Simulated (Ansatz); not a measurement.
# C4H8O (2-butanone): MP2/6-31G(d) (spherical functions)

Aim: the energy change on altering one bond length of C4H8O (2-butanone) at MP2/6-31G* (spherical functions), from 2 runs. 

The results are computed with Ansatz 0.2.0.

51 further runs of the same task are left out: 51 set aside as unsound or not needed.

## (1) The structure to begin with

The species is C4H8O (13 atoms), meant as a singlet with charge 0. As SMILES, `CCC(C)=O`. The coordinates come from a PBE0-D4/def2-TZVP relaxation. This is one conformer, not always the lowest.

Bond lengths: C1–C2 1.527 Å, C2–C3 1.512 Å, C3–C4 1.505 Å, C3–O5 1.206 Å, C1–H6 1.091 Å, C1–H7 1.092 Å, C1–H8 1.093 Å, C2–H9 1.094 Å, C2–H10 1.092 Å, C4–H11 1.093 Å, C4–H12 1.095 Å, C4–H13 1.088 Å. Some angles: C1–C2–C3 110.3°, C2–C3–C4 116.7°, C2–C3–O5 121.3°, C4–C3–O5 121.9°, C1–C2–H9 109.9°, C1–C2–H10 110.0°, C3–C2–H9 110.1°, C3–C2–H10 107.8°, C2–C1–H6 110.6°, C2–C1–H7 110.5°.

## (2) The energy at MP2/6-31G(d) (spherical functions)

Contents of input.yaml:

```yaml
basis:
  gaussian:
    orbitals: 6-31G_st_-spherical.json
crystal:
  periodic: [false, false, false]
  atoms:
    - {symbol: C, position_ang: [-1.145600, 1.128600, -0.438000]}
    - {symbol: C, position_ang: [0.104000, 0.866600, 0.400200]}
    - {symbol: C, position_ang: [0.917600, -0.253800, -0.206600]}
    - {symbol: C, position_ang: [0.580900, -1.652300, 0.236700]}
    - {symbol: O, position_ang: [1.778900, -0.032900, -1.021800]}
    - {symbol: H, position_ang: [-1.729800, 1.946300, -0.012200]}
    - {symbol: H, position_ang: [-0.871200, 1.401500, -1.458700]}
    - {symbol: H, position_ang: [-1.791800, 0.248500, -0.484700]}
    - {symbol: H, position_ang: [-0.181700, 0.612400, 1.425300]}
    - {symbol: H, position_ang: [0.731300, 1.759600, 0.423400]}
    - {symbol: H, position_ang: [-0.499800, -1.816400, 0.230900]}
    - {symbol: H, position_ang: [0.914800, -1.787200, 1.270500]}
    - {symbol: H, position_ang: [1.077500, -2.382200, -0.399800]}
accuracy: high
correlation:
  method: mp2
  frozen_orbitals: {C: 1, H: 0, O: 1}
```

The basis set 6-31G* is read from a file made from the Basis Set Exchange's data (not shown).

Launch:

```bash
$ ansatz run input.yaml --threads 1 --pin off --max-ram 3480MiB --events-out events.jsonl --progress --plain --runs-dir runs
```

Standard output:

```text
Warning: RAYON_NUM_THREADS=1 ignored (pool sized by the plan → 1); use --threads N
Functional definition: HF
  name "HF"
  exchange = exact_x
  correlation = 0
2165 factors; integrals over basis functions are off by at most 3.2e-9 eV
mean field evaluation 1: about -6281.7432 eV, gradient 4.0e1 eV
mean field evaluation 2: about -6281.8360 eV, gradient 4.0e1 eV
mean field evaluation 4: about -6285.5717 eV, gradient 4.8e0 eV
mean field evaluation 8: about -6285.6576 eV, gradient 4.7e-1 eV
mean field evaluation 16: about -6285.6593 eV, gradient 1.3e-8 eV
mean field -6285.65931448 eV, -230.9937192341 hartree, gradient 1.3e-8 eV, S^2 0.000000; 0 other end points of the search recorded, 0 dependent functions left out
5 core orbitals not correlated: weight in the atoms' cores, before any rotation towards them, 1.000 or more for the frozen orbitals, at most 0.000 for the correlated occupied ones
reference -6285.65931448 eV, -230.9937192341 hartree; 15, 15 occupied and 66, 66 virtual orbitals, 2165 factors
second order -18.65127255 eV of doubles, -0.00000000 eV of singles
Total energy: -6304.31058703 eV, -231.6791408581 hartree
```

It took 2.7 s on 1 thread of Intel Xeon 6975P-C (Granite Rapids), shared host; peak memory 0.26 GiB.

## (3) The distorted shape at the same level

Contents of input.yaml:

```yaml
crystal:
  periodic: [false, false, false]
  atoms:
    - {symbol: C, position_ang: [-1.520461, 1.207196, -0.689447]}
    - {symbol: C, position_ang: [0.104000, 0.866600, 0.400200]}
    - {symbol: C, position_ang: [0.917600, -0.253800, -0.206600]}
    - {symbol: C, position_ang: [0.580900, -1.652300, 0.236700]}
    - {symbol: O, position_ang: [1.778900, -0.032900, -1.021800]}
    - {symbol: H, position_ang: [-2.104661, 2.024896, -0.263647]}
    - {symbol: H, position_ang: [-1.246061, 1.480096, -1.710147]}
    - {symbol: H, position_ang: [-2.166661, 0.327096, -0.736147]}
    - {symbol: H, position_ang: [-0.181700, 0.612400, 1.425300]}
    - {symbol: H, position_ang: [0.731300, 1.759600, 0.423400]}
    - {symbol: H, position_ang: [-0.499800, -1.816400, 0.230900]}
    - {symbol: H, position_ang: [0.914800, -1.787200, 1.270500]}
    - {symbol: H, position_ang: [1.077500, -2.382200, -0.399800]}
basis:
  gaussian:
    orbitals: 6-31G_st_-spherical.json
correlation:
  method: mp2
  frozen_orbitals: {C: 1, H: 0, O: 1}
accuracy: high
```

The basis set 6-31G* is read from a file made from the Basis Set Exchange's data (not shown).

Launch:

```bash
$ ansatz run input.yaml --threads 1 --pin off --max-ram 3480MiB --events-out events.jsonl --progress --plain --runs-dir runs
```

Standard output:

```text
Warning: RAYON_NUM_THREADS=1 ignored (pool sized by the plan → 1); use --threads N
[... 4 set-up lines as earlier in the session ...]
2155 factors; integrals over basis functions are off by at most 3.1e-9 eV
mean field evaluation 1: about -6280.2496 eV, gradient 3.9e1 eV
mean field evaluation 2: about -6280.3368 eV, gradient 3.9e1 eV
mean field evaluation 4: about -6283.9970 eV, gradient 4.7e0 eV
mean field evaluation 8: about -6284.0839 eV, gradient 1.7e-1 eV
mean field evaluation 16: about -6284.0841 eV, gradient 1.4e-8 eV
mean field -6284.08405762 eV, -230.9358296125 hartree, gradient 1.4e-8 eV, S^2 0.000000; 0 other end points of the search recorded, 0 dependent functions left out
5 core orbitals not correlated: weight in the atoms' cores, before any rotation towards them, 1.000 or more for the frozen orbitals, at most 0.000 for the correlated occupied ones
reference -6284.08405762 eV, -230.9358296125 hartree; 15, 15 occupied and 66, 66 virtual orbitals, 2155 factors
second order -18.72708941 eV of doubles, -0.00000000 eV of singles
Total energy: -6302.81114703 eV, -231.6240374545 hartree
```

Wall time 3.3 s (1 thread of Intel Xeon 6975P-C (Granite Rapids), shared host); peak memory 0.26 GiB.

## (4) What came out

Level: MP2/6-31G* (spherical functions), 5 core orbitals frozen.

```
                                                         quantity          value
                                        first shape: total energy  -231.67914 Eh
         first shape: correlation energy (5 core orbitals frozen)     -685.4 mEh
                                    distorted shape: total energy  -231.62404 Eh
     distorted shape: correlation energy (5 core orbitals frozen)     -688.2 mEh
energy change with the C1–C2 bond stretched from 1.527 to 1.985 Å       1.499 eV
```

**Reading.** With the C1–C2 bond stretched from 1.527 to 1.985 Å the energy rises by 1.50 eV (145 kJ/mol). The first shape isn't relaxed at this level, so the change isn't measured from a minimum.
